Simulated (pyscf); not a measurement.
Structures and frequencies: ωB97X-D3(BJ)/def2-SVP in PySCF.

Task: PBE/def2-TZVP puts the barrier of •H₂C–SiH(Cl)–Cl + hydrogen (H₂) -> H₃C–SiH(Cl)–Cl + H atom (H•) (hydrogen abstraction; doublet surface; H–H broken, C–H formed) at 6.1 kcal/mol and the reaction energy at -1.8 kcal/mol, from the separated reactants. What do B3LYP-D3(BJ)/def2-TZVP, PBE0-D3(BJ)/def2-TZVP, ωB97M-D3(BJ)/def2-TZVP give on the same structures?

Result: B3LYP-D3(BJ): ΔE‡ = 9.4 kcal/mol, ΔE = +2.3 kcal/mol; PBE0-D3(BJ): ΔE‡ = 7.9 kcal/mol, ΔE = -2.1 kcal/mol; ωB97M-D3(BJ): ΔE‡ = 11.2 kcal/mol, ΔE = -1.2 kcal/mol. PBE's barrier lies under all of them, by 1.8 to 5.1 kcal/mol. Its reaction energy lies among theirs. •H₂C–SiH(Cl)–Cl lies 11.9 kcal/mol over its isomer H₃C–Si•(Cl)–Cl (electronic energy, ωB97M-D3(BJ)). One saddle was located; it need not be the lowest between these sides. The angle at the transferred H is 177°.
